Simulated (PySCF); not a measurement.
## How good is the calculation?

Molfile (atoms numbered from 1):
```
CH3NO
     RDKit          3D

  6  5  0  0  0  0  0  0  0  0999 V2000
   -0.6804   -0.0528    0.0628 N   0  0  0  0  0  0  0  0  0  0  0  0
    0.6554    0.0513   -0.0700 C   0  0  0  0  0  0  0  0  0  0  0  0
    1.4143   -0.8789   -0.1149 O   0  0  0  0  0  0  0  0  0  0  0  0
   -1.0893   -0.9712    0.1314 H   0  0  0  0  0  0  0  0  0  0  0  0
   -1.2826    0.7488    0.1034 H   0  0  0  0  0  0  0  0  0  0  0  0
    0.9858    1.1048   -0.1343 H   0  0  0  0  0  0  0  0  0  0  0  0
  1  2  1  0
  2  3  2  0
  1  4  1  0
  1  5  1  0
  2  6  1  0
M  END
```

Published values to compare with: δ ¹³C C2 159.6; δ ¹⁵N N1 -282.0; δ ¹⁷O O3 393.7 ppm (CCSD(T)/cc-pVQZ; gas (isolated, no vibration); M. Maurer, PhD thesis, LMU Munich (Maurer, Ochsenfeld, JCTC 2015 SI; set of Flaig et al., JCTC 2014, 10, 572)). Coupling constants: ¹J(C2,H6) 193.1 Hz, ²J(H4,H5) 2.6 Hz, ²J(N1,H6) -14.2 Hz, ¹J(C2,H6) 188.3 Hz.

- GFN2-xTB geometry
- GIAO PBE0/pcSseg-1 shieldings
- couplings computed with B3LYP/pcJ-1
- code: PySCF 2.14
- non-relativistic, in vacuum, single conformer

What does the calculation give, and how does it compare?

## Answers


Reference values: CCSD(T)/cc-pVQZ (gas (isolated, no vibration); M. Maurer, PhD thesis, LMU Munich (Maurer, Ochsenfeld, JCTC 2015 SI; set of Flaig et al., JCTC 2014, 10, 572)).
```csv
atoms,quantity,reference,computed,"computed, scaled"
C2,δ ¹³C,159.6,159.7,153.5
N1,δ ¹⁵N vs CH3NO2 (same level),-282.0,–,-286.4
O3,δ ¹⁷O vs H2O (same level),393.7,431.8,–
```

Computed shifts are σ(ref) − σ with the named reference compound (TMS for H and C) calculated as an isolated molecule at the same level. The measured values may be among those fitted. Empirical linear scaling, fitted to shifts measured mostly in CDCl3 for H and C (δ vs TMS): ¹³C: δ = 179.97 − 0.974σ (rms 2.1 ppm, 958 shifts, 2.3 ppm with the 13 outliers that the fit left out); ¹⁵N: δ = -148.07 − 0.921σ (rms 6.3 ppm, 71 shifts vs CH3NO2, solution or neat liquid); ¹⁷O: δ = 266.70 − 0.911σ (rms 10.7 ppm, 155 shifts, 12.2 ppm with the 3 outliers that the fit left out vs liquid water, solution or neat liquid). Occasional misses reach two or three times the rms, and more in compound classes unlike the fitted ones.

Coupling constants in Hz:
| coupling | reference | computed | source |
| --- | --- | --- | --- |
| ¹J(C2,H6) | 193.1 | 191.0 | measured; Jessen and Sauer, arXiv:2312.00705 |
| ²J(H4,H5) | 2.6 | 6.3 | measured; Jessen and Sauer, arXiv:2312.00705 |
| ²J(N1,H6) | -14.2 | -22.0 | measured; Jessen and Sauer, arXiv:2312.00705 |
| ¹J(C2,H6) | 188.3 | 191.0 | measured; liquid or solution (compiled); San Fabian, Garcia de la Vega, Suardiaz et al., Magn. Reson. Chem. 2013, 51, 775 (SI) |

7 of the 12 published NMR values on file for this molecule are compared. The rest: other calculations.

Hydrogen bonding in solution deshields acid and N–H amide carbonyl carbons by as much as 10 ppm beyond these values.
